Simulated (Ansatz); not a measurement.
# C3H5FO: up Jacob's ladder to CCSD(T)

How much do the methods differ for C3H5FO? The plan is to run it at one geometry with functionals of several rungs and with coupled cluster, and see how far each lands from CCSD(T) at the basis-set limit for the atomisation energy.

The runs use Ansatz 0.2.0, Gaussian basis; functionals in def2-TZVPP, the program's frozen cores in correlated methods.

Plan: LDA (SPW92), PBE-D4, revPBE-D4, BLYP-D4, r2SCAN-D4, B97M-V, PBE0-D4, B3LYP-D4, r2SCANh-D4, r2SCAN0-D4, HSE06-D4, BHLYP-D4, CAM-B3LYP-D4, LC-ωPBE, ωB97X-V, ωB97M-V, B2PLYP, PBE-QIDH; CCSD(T)/def2-SVP; CCSD(T)/def2-TZVPP; MP2/def2-QZVPP; extrapolation to the limit; RPA on PBE.

## 1. The geometry

An earlier PBE0-D4 in a triple-zeta def2 set relaxation fixed the geometry.

SMILES `C/C=C(\O)F`, 10 atoms, charge 0, spin multiplicity 1.

Atoms are counted from 1 here; the program's logs count them from 0.

Bond lengths: C1–C2 1.490 Å, C1–H6 1.094 Å, C1–H7 1.090 Å, C1–H8 1.094 Å, C2–C3 1.321 Å, C2–H9 1.083 Å, C3–O4 1.339 Å, C3–F5 1.341 Å, O4–H10 0.963 Å. Angles: C2–C1–H6 111.1°, C2–C1–H7 111.3°, C2–C1–H8 111.4°, H6–C1–H7 108.0°, H6–C1–H8 107.0°, H7–C1–H8 107.8°, C1–C2–C3 123.8°, C1–C2–H9 119.9°, C3–C2–H9 116.2°, C2–C3–O4 126.5°, C2–C3–F5 121.9°, O4–C3–F5 111.6°, C3–O4–H10 108.7°.

Geometry (Å):

```xyz
10
C3H5FO
C    -1.1426   -0.7938    0.0973
C    -0.2004    0.2348    0.6212
C     0.9026    0.6083   -0.0031
O     1.3748    0.1088   -1.1521
F     1.7115    1.5559    0.4930
H    -2.1582   -0.3946    0.0193
H    -0.8397   -1.1414   -0.8907
H    -1.1907   -1.6645    0.7587
H    -0.3967    0.7125    1.5726
H     2.0225    0.7228   -1.5132
```

## 2. LDA

This LDA is Slater exchange with PW92 correlation.

Contents of in.yaml:

```yaml
crystal:
  periodic: [false, false, false]
  atoms:
    - {symbol: C, position_ang: [-1.142616, -0.793807, 0.097320]}
    - {symbol: C, position_ang: [-0.200441, 0.234780, 0.621197]}
    - {symbol: C, position_ang: [0.902564, 0.608269, -0.003097]}
    - {symbol: O, position_ang: [1.374815, 0.108832, -1.152088]}
    - {symbol: F, position_ang: [1.711521, 1.555874, 0.492991]}
    - {symbol: H, position_ang: [-2.158174, -0.394566, 0.019322]}
    - {symbol: H, position_ang: [-0.839692, -1.141369, -0.890663]}
    - {symbol: H, position_ang: [-1.190728, -1.664483, 0.758687]}
    - {symbol: H, position_ang: [-0.396709, 0.712456, 1.572615]}
    - {symbol: H, position_ang: [2.022460, 0.722813, -1.513183]}
basis:
  gaussian: {orbitals: def2-TZVPP}
hamiltonian: {xc: lda}
output: {orbitals: {seedname: orbitals}}
```

Run with:

```bash
$ ansatz run in.yaml --threads 4 --pin off --events-out ev --progress --plain --max-ram 10444MiB
```

Further steps of the session: PBE-D4 (GGA); revPBE-D4 (GGA); BLYP-D4 (GGA); r2SCAN-D4 (meta-GGA); B97M-V (meta-GGA); B3LYP-D4 (hybrid); r2SCANh-D4 (hybrid); r2SCAN0-D4 (hybrid); HSE06-D4 (hybrid); BHLYP-D4 (hybrid); CAM-B3LYP-D4 (range-separated); LC-ωPBE (range-separated); ωB97X-V (range-separated); ωB97M-V (range-separated); B2PLYP (double hybrid); PBE-QIDH (double hybrid); CCSD(T) in def2-SVP; CCSD(T) in def2-TZVPP; MP2 in def2-QZVPP; RPA on PBE orbitals.

**Question.** What will the summary of the whole plan be? Wanted: atomisation energy, CCSD(T)/CBS; farthest beyond LDA; mean size of error, GGA; mean size of error, meta-GGA; mean size of error, hybrid; mean size of error, range-separated; mean size of error, double hybrid; gap, smallest and largest; T1 diagnostic.

As calculated:

```
                               quantity                                                                                  value
        atomisation energy, CCSD(T)/CBS                                                                              42.305 eV
    functionals within 0.212 eV (0.5 %)  revPBE-D4, BLYP-D4, B97M-V, B3LYP-D4, r2SCANh-D4, LC-ωPBE, ωB97X-V, ωB97M-V, PBE-QIDH
                    farthest beyond LDA                                                                   BHLYP-D4 (-1.610 eV)
                mean size of error, GGA                                                                               0.621 eV
           mean size of error, meta-GGA                                                                               0.178 eV
             mean size of error, hybrid                                                                               0.518 eV
    mean size of error, range-separated                                                                               0.177 eV
      mean size of error, double hybrid                                                                               0.244 eV
              gap, smallest and largest                                                  5.16 eV (BLYP-D4), 12.36 eV (LC-ωPBE)
                          T1 diagnostic                                                                                 0.0115
triples share of the correlation energy                                                                                  3.7 %
```

In words: The LDA atomisation energy is off by 7.260 eV (17 %): it overbinds. PBE-D4 is off by +1.478 eV. Double hybrids carry the basis error of their MP2 part in triple zeta, and no dispersion term here, so their miss is partly the set-up's. The rungs range-separated, meta-GGA miss on average by less than the doubt on the reference (0.212 eV), so they tie. The reference freezes the cores and leaves out relativity and excitations past (T), so misses under about 0.212 eV can't be ranked. Hartree-Fock recovers 72 % of the binding; the rest is correlation. CCSD(T) in def2-SVP is off by -1.886 eV, which most functionals beat. Orbital gaps span 5.2 to 12.4 eV; exact exchange widens them.
